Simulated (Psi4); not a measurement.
**C2H3F3 (1,1,1-trifluoroethane) at 3 levels**

Aim: a comparison of 3 runs (BHLYP/cc-pVDZ, CAM-B3LYP/cc-pVDZ, PBE0/cc-pVDZ) of C2H3F3 (1,1,1-trifluoroethane). 

The results are computed with Psi4 1.11.

### 1 The structure to begin with

The species is C2H3F3 (8 atoms), meant as a singlet with charge 0. SMILES: `CC(F)(F)F`. The C1–C2 distance was set to 2.245 Å, away from the relaxed value. At this shape a bond of the SMILES string is far longer than usual.

Bond lengths: C2–F3 1.341 Å, C2–F4 1.341 Å, C2–F5 1.341 Å, C1–H6 1.089 Å, C1–H7 1.089 Å, C1–H8 1.089 Å. Angles: F3–C2–F4 107.1°, F3–C2–F5 107.1°, F4–C2–F5 107.1°, H6–C1–H7 109.7°, H6–C1–H8 109.6°, H7–C1–H8 109.6°. A long bond or contact: C1–C2 2.245 Å.

### 2 A single-point energy at BHLYP/cc-pVDZ (run 1)

job.in

```
memory 1600 mb

molecule {
  C
  C 1 2.2453
  F 2 1.341102 1 111.77184
  F 2 1.341166 3 107.07419 1 -122.71325
  F 2 1.341014 3 107.07739 4 -114.5631
  H 1 1.08911 2 109.29123 5 -60.00548
  H 1 1.089078 6 109.6525 2 119.78408
  H 1 1.089113 7 109.64792 6 -120.4361
  units angstrom
  symmetry c1
  no_reorient
  no_com
}

set {
  basis cc-pVDZ
  puream true
  e_convergence 1e-09
  d_convergence 1e-08
  scf_type pk
  dft_radial_points 99
  dft_spherical_points 590
}

energy('bhhlyp')
print_variables()
```

Command:

```
$ psi4 job.in job.out -n 1
```

job.out:

```text
[...]
  Running in c1 symmetry.
[...]
  Nuclear repulsion =  185.865504923470496
[...]
  Multiplicity = 1
[...]
  Nalpha       = 21
  Nbeta        = 21
[...]
    Number of basis functions: 85
[...]
   @RKS iter   1:  -377.06378291638447   -6.66518e-01   8.24683e-03 ADIIS/DIIS
[...]
   @RKS iter  11:  -377.31076778009049   -4.54747e-13   4.24293e-09 DIIS
[...]
    Orbital Energies [Eh]
    ---------------------
    Doubly Occupied:
       1A    -25.352692     2A    -25.352661     3A    -25.352636
       4A    -10.866043     5A    -10.658364     6A     -1.477166
       7A     -1.385219     8A     -1.385166     9A     -0.816294
      10A     -0.789951    11A     -0.678323    12A     -0.678308
      13A     -0.638652    14A     -0.558285    15A     -0.558280
      16A     -0.519422    17A     -0.519401    18A     -0.499940
      19A     -0.495100    20A     -0.495081    21A     -0.355417
[...]
  @RKS Final Energy:  -377.31076778009049
   => Energetics <=
    Nuclear Repulsion Energy =            185.8655049234704961
    One-Electron Energy =                -891.4084357180372535
    Two-Electron Energy =                 350.5843016482580197
    DFT Exchange-Correlation Energy =     -22.3521386337818129
    Empirical Dispersion Energy =           0.0000000000000000
    VV10 Nonlocal Energy =                  0.0000000000000000
    Total Energy =                       -377.3107677800904867
[...]
 Multipole Moments:
 ------------------------------------------------------------------------------------
     Multipole            Electronic (a.u.)      Nuclear  (a.u.)        Total (a.u.)
 ------------------------------------------------------------------------------------
 L = 1.  Multiply by 2.5417464519 to convert [e a0] to [Debye]
 Dipole X            :          0.0000245           -0.0003265           -0.0003020
 Dipole Y            :         -0.0000574            0.0000854            0.0000280
 Dipole Z            :          7.7811720           -8.7358294           -0.9546574
 Magnitude           :                                                    0.9546574
[...]
```

It took 19 s on 1 thread of Intel Xeon Platinum 8375C at 2.90GHz (Ice Lake), shared host; peak memory 0.81 GiB.

### 3 The energy at CAM-B3LYP/cc-pVDZ (run 2)

run_ase.py

```python
import numpy as np
from ase.calculators.psi4 import Psi4
from ase import Atoms

atoms = Atoms(['C', 'C', 'F', 'F', 'F', 'H', 'H', 'H'], positions=[
    [-1.201938, -0.267208, 0.919129],
    [0.557600, 0.109900, -0.423700],
    [1.692800, -0.382000, 0.093900],
    [0.395200, -0.458200, -1.627700],
    [0.754200, 1.420300, -0.629900],
    [-1.028138, 0.210092, 1.882529],
    [-1.324538, -1.340308, 1.058829],
    [-2.099138, 0.147392, 0.461629],
])
calc = Psi4(atoms=atoms, method='cam-b3lyp', basis='cc-pVDZ', memory='1600MB', num_threads=1, charge=0, multiplicity=1, label='psi4-calc', reference='rks')
calc.psi4.set_options({'puream': True, 'e_convergence': 1e-09, 'd_convergence': 1e-08, 'scf_type': 'pk', 'dft_radial_points': 99, 'dft_spherical_points': 590})
atoms.calc = calc

print(f'energy: {atoms.get_potential_energy():.6f} eV')
```

Command:

```
$ python run_ase.py
```

psi4-calc.dat:

```text
[...]
  Running in c1 symmetry.
[...]
  Nuclear repulsion =  185.865489076026563
[...]
  Multiplicity = 1
[...]
  Nalpha       = 21
  Nbeta        = 21
[...]
    Number of basis functions: 85
[...]
   @RKS iter   1:  -377.09617889203565   -6.10711e-01   8.61575e-03 ADIIS/DIIS
[...]
   @RKS iter  12:  -377.36103074061009    2.84217e-13   7.20471e-10 DIIS
[...]
    Orbital Energies [Eh]
    ---------------------
    Doubly Occupied:
       1A    -24.805522     2A    -24.805489     3A    -24.805463
       4A    -10.520984     5A    -10.314328     6A     -1.395165
       7A     -1.303572     8A     -1.303519     9A     -0.788634
      10A     -0.760369    11A     -0.657106    12A     -0.657089
      13A     -0.617296    14A     -0.533623    15A     -0.533623
      16A     -0.497945    17A     -0.497926    18A     -0.485525
      19A     -0.485508    20A     -0.473753    21A     -0.358545
[...]
  @RKS Final Energy:  -377.36103074061009
   => Energetics <=
    Nuclear Repulsion Energy =            185.8654890760265630
    One-Electron Energy =                -891.3675848124552203
    Two-Electron Energy =                 360.0214621559399006
    DFT Exchange-Correlation Energy =     -31.8803971601213725
    Empirical Dispersion Energy =           0.0000000000000000
    VV10 Nonlocal Energy =                  0.0000000000000000
    Total Energy =                       -377.3610307406100901
[...]
 Multipole Moments:
 ------------------------------------------------------------------------------------
     Multipole            Electronic (a.u.)      Nuclear  (a.u.)        Total (a.u.)
 ------------------------------------------------------------------------------------
 L = 1.  Multiply by 2.5417464519 to convert [e a0] to [Debye]
 Dipole X            :          6.2071942           -6.8458626           -0.6386684
 Dipole Y            :          1.3302762           -1.4668963           -0.1366202
 Dipole Z            :         -4.7371087            5.2246644            0.4875557
 Magnitude           :                                                    0.8150294
[...]
```

On the terminal:

```text
energy: -10268.516678 eV
```

It took 26 s on 1 thread of Intel Xeon Platinum 8375C at 2.90GHz (Ice Lake), shared host; peak memory 0.86 GiB.

### 4 A single-point energy at PBE0/cc-pVDZ (run 3)

calc.in

```
memory 1600 mb

molecule system {
  0 1
  C
  C 1 2.2453
  F 2 1.341102 1 111.77184
  F 2 1.341166 3 107.07419 1 -122.71325
  F 2 1.341014 3 107.07739 4 -114.5631
  H 1 1.08911 2 109.29123 5 -60.00548
  H 1 1.089078 6 109.6525 2 119.78408
  H 1 1.089113 7 109.64792 6 -120.4361
  units angstrom
  symmetry c1
}

set {
  basis cc-pVDZ
  puream true
  e_convergence 1e-09
  d_convergence 1e-08
  scf_type pk
  dft_radial_points 99
  dft_spherical_points 590
}

result, w = energy('pbe0', return_wfn=True)
oeprop(w, 'WIBERG_LOWDIN_INDICES', 'QUADRUPOLE', 'MAYER_INDICES')
print_variables()
```

Command:

```
$ psi4 -n 1 calc.in calc.out
```

calc.out:

```text
[...]
  Running in c1 symmetry.
[...]
  Nuclear repulsion =  185.865504923470468
[...]
  Multiplicity = 1
[...]
  Nalpha       = 21
  Nbeta        = 21
[...]
    Number of basis functions: 85
[...]
   @RKS iter   1:  -376.82972786253737   -4.76033e-01   8.51807e-03 ADIIS/DIIS
[...]
   @RKS iter  11:  -377.10280203451623    2.84217e-13   7.51528e-09 DIIS
[...]
    Orbital Energies [Eh]
    ---------------------
    Doubly Occupied:
       1A    -24.818866     2A    -24.818834     3A    -24.818809
       4A    -10.492787     5A    -10.285550     6A     -1.348834
       7A     -1.258407     8A     -1.258355     9A     -0.729290
      10A     -0.706732    11A     -0.604562    12A     -0.604545
      13A     -0.560850    14A     -0.480342    15A     -0.480340
      16A     -0.443753    17A     -0.443733    18A     -0.429800
      19A     -0.429783    20A     -0.421285    21A     -0.311043
[...]
  @RKS Final Energy:  -377.10280203451623
   => Energetics <=
    Nuclear Repulsion Energy =            185.8655049234704677
    One-Electron Energy =                -891.2861534148081546
    Two-Electron Energy =                 360.8058850333192140
    DFT Exchange-Correlation Energy =     -32.4880385764977504
    Empirical Dispersion Energy =           0.0000000000000000
    VV10 Nonlocal Energy =                  0.0000000000000000
    Total Energy =                       -377.1028020345162304
[...]
 Multipole Moments:
 ------------------------------------------------------------------------------------
     Multipole            Electronic (a.u.)      Nuclear  (a.u.)        Total (a.u.)
 ------------------------------------------------------------------------------------
 L = 1.  Multiply by 2.5417464519 to convert [e a0] to [Debye]
 Dipole X            :          0.0000340           -0.0003265           -0.0002924
 Dipole Y            :         -0.0000572            0.0000854            0.0000282
 Dipole Z            :          7.9651675           -8.7358294           -0.7706619
 Magnitude           :                                                    0.7706619
 L = 2.  Multiply by 1.3450342976 to convert [e a0^2] to [Debye ang]
 Quadrupole XX       :       -101.2291477           80.4369824          -20.7921653
 Quadrupole XY       :         -0.0034618            0.0031358           -0.0003260
[...]
```

Run time: 24 s. Hardware: 1 thread of Intel Xeon Platinum 8375C at 2.90GHz (Ice Lake), shared host; peak memory 0.81 GiB.

### 5 All runs side by side

```csv
run,level,energy (Eh),dipole moment (D),HOMO energy (eV),LUMO energy (eV),wall time
1,BHLYP/cc-pVDZ,-377.310768,2.43,-9.67,-0.17,19 s
2,CAM-B3LYP/cc-pVDZ,-377.361031,2.07,-9.76,-0.05,26 s
3,PBE0/cc-pVDZ,-377.102802,1.96,-8.46,-1.24,24 s
```

### 6 Results

| quantity | value |
| --- | --- |
| run 3: total energy | -377.10280 Eh |
| run 3: dipole moment | 1.96 D |
| run 3: HOMO energy | -8.46 eV |
| run 3: LUMO energy | -1.24 eV |
| run 3: HOMO–LUMO gap | 7.23 eV |

What this shows: The dipole moment (its size) runs from 1.96 D (PBE0/cc-pVDZ) to 2.43 D (BHLYP/cc-pVDZ). The HOMO–LUMO gap runs from 7.23 eV (PBE0/cc-pVDZ) to 9.71 eV (CAM-B3LYP/cc-pVDZ). Totals of different functionals can't be ranked against each other. All runs together took 69 s, the longest 26 s.
